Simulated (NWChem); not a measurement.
# Correlation energy of C$_{2}$H$_{5}$O

```xyz
8

C     -1.1839     0.2530     0.0000
C      0.3421     0.3570     0.0000
O      1.0449    -0.7891     0.0000
H     -1.6601     1.2549     0.0000
H     -1.5328    -0.2999    -0.8953
H     -1.5328    -0.2999     0.8953
H      0.7085     0.9988     0.8606
H      0.7085     0.9988    -0.8606
```
Charge 0, spin multiplicity 2.

The numbers come from NWChem runs, not from measurements. The geometry was optimised at UPBE/def2-SVP, a minimum by its harmonic frequencies.

Basis set: STO-3G. Each correlation energy counts from its own Hartree-Fock reference.

The correlated methods keep 3 core orbitals frozen. The structure started from a generated list of species. The unpaired electrons of the parent sit in orbitals of symmetry a" (Cs labels of the run); other states weren't searched. No SCF solution was tested for a lower state. Open-shell Hartree-Fock references start from PBE0 orbitals. Coupled-cluster values serve here as a point of comparison, not as the truth.

Question: Order these methods by the correlation energy they give, lowest first: UMP2, SCS-UMP2, CCSD on UHF, CCSD[T] on UHF, CCSD[T] on ROHF.

Answer: CCSD[T] on ROHF (-165.5 mHa), CCSD[T] on UHF (-163.8 mHa), CCSD on UHF (-162.5 mHa), SCS-UMP2 (-132.7 mHa), UMP2 (-119.4 mHa)
